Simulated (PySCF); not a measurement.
## A basis-limit estimate, worked out

An elementary step of AlH3O, closed shell (AlH₃O ([OH][AlH2]) → AlHO ([O][AlH]) + H₂; Al–H, O–H broken or loosened, H–H formed or tightened). “Start” and “end” are the PBE0-D4/def2-TZVP structures reached by relaxing down either side of its saddle point, with the molecules still in contact.

Computed with PySCF 2.14 with density fitting (its default auxiliary sets; JK sets also for MP2 and CCSD(T)) (basis: def2-TZVPP and def2-QZVPP); correlated methods freeze the cores.

Energies in eV:

| quantity | end | start |
| --- | --- | --- |
| Hartree–Fock, triple zeta (X = 3) | -8666.72569 | -8669.91626 |
| Hartree–Fock, quadruple zeta (X = 4) | -8667.04139 | -8670.22687 |
| MP2 correlation, X = 3 | -9.78324 | -8.98231 |
| MP2 correlation, X = 4 | -10.49464 | -9.68502 |
| CCSD(T) correlation, X = 3 | -10.43331 | -9.77328 |

**Question.** Work out the step energy at the basis limit: extrapolate Hartree–Fock as E(X) = E∞ + A exp(−7.88 √X) and the MP2 correlation as E(X) = E∞ + B X^−2.97 (the exponents that Neese and Valeev fitted for def2-TZVPP and QZVPP), then add CCSD(T) − MP2 in triple zeta.

**Answer.** Each step is linear, so take the differences first (end − start): Hartree–Fock 3.19057 (X = 3) and 3.18548 (X = 4); MP2 correlation -0.80093 and -0.80962; CCSD(T) correlation -0.66003.
Two points give E∞ = E(4) + w [E(4) − E(3)], with w = 1/(exp(7.88 (2 − √3)) − 1) = 0.1377 for Hartree–Fock and w = 1/((4/3)^2.97 − 1) = 0.7407 for the correlation.
Hartree–Fock: 3.18548 + 0.1377 × (-0.00509) = 3.1848 eV.
MP2 correlation: -0.80962 + 0.7407 × (-0.00869) = -0.8161 eV.
CCSD(T) − MP2: -0.66003 − (-0.80093) = 0.1409 eV.
Sum: 3.1848 + (-0.8161) + 0.1409 = 2.5096 eV, or 57.87 kcal/mol. Plain CCSD(T) in triple zeta gives 2.5305 eV, so the larger basis shifts the result by -0.0209 eV.

No T1 diagnostic of these runs exceeds 0.033. The T1 diagnostic is large here, which may signal multireference character or strong orbital relaxation, so CCSD(T) is less sure.

Labels in which every atom is bracketed show which atoms are joined, not bond orders.

For scale, one of the runs: CCSD(T)/def2-TZVPP, 115 basis functions, launched by `OMP_NUM_THREADS=4 python run.py`. Hardware: 4 CPU threads of an AMD EPYC 7B13, shared host. Wall time about 21 s.
